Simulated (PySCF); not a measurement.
# ClH₆: breathing scan

Computed with PySCF, UPBE0, basis Cl def2-TZVP, H def2-TZVP (no relativity, density fitting).

Rigid scan from the doublet minimum (Cl–H 1.465 Å (×6); H–Cl–H 90.0° (×12), H–Cl–H 180.0° (×3)). Coordinate: all bonds to the central atom scaled together. Energies in kJ/mol from the minimum.

Question: Predict the curve at 0.88, 0.92, 0.96, 1.00, 1.04, 1.08, 1.14, 1.22, 1.35.

Answer: 
```
scale of all bonds to the centre  E (kJ/mol)  ⟨S²⟩
                            0.88       152.8  0.75
                            0.92        60.8  0.75
                            0.96        13.7  0.75
                            1.00         0.0  0.75
                            1.04        11.1  0.75
                            1.08        40.4  0.75
                            1.14       107.5  0.75
                            1.22       221.8  0.76
                            1.35       425.5  0.76
```

Other isomers or separated fragments may lie lower.
